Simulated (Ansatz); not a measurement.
A made-up structure of CHSSi, doublet:

C1  (0.636, 0.135, -0.944)
Si2  (-0.392, -0.223, 0.872)
S3  (-1.971, 0.665, 0.678)
H4  (1.495, -0.425, -0.678)
(Å)

It is relaxed with PBE-D4/def2-SVP and then PBE0-D4/def2-TZVP (Ansatz 0.2.0). Atoms count as bonded within 1.22 times the sum of their covalent radii (H–H: 0.88 Å). The end point is not checked to be a true minimum.

(1) Does its bonding change? (Judge from chemistry; the calculation decides.)

Results:

(1) The calculation gives: No: no bond forms or breaks.

Where it ends: The first stage lowers the energy by 2.20 eV in 7 steps. It ends as CHSSi ([CH][Si][S]):
```tsv
atom	x (Å)	y (Å)	z (Å)
C1	0.7760	-0.0281	-0.7512
Si2	-0.5124	0.0863	0.3556
S3	-2.2330	0.6199	1.0448
H4	1.7379	-0.5270	-0.7208
```

Labels in which every atom is bracketed show which atoms are joined, not bond orders.

For scale, one of the runs: PBE0-D4/def2-TZVP relaxation, 111 basis functions, launched by `ansatz run in.yaml --threads 2 --pin off --events-out ev --progress --plain --max-ram 4352MiB`. The run took about 23 s on 2 CPU threads of an Intel Xeon Platinum 8223CL (shared host).
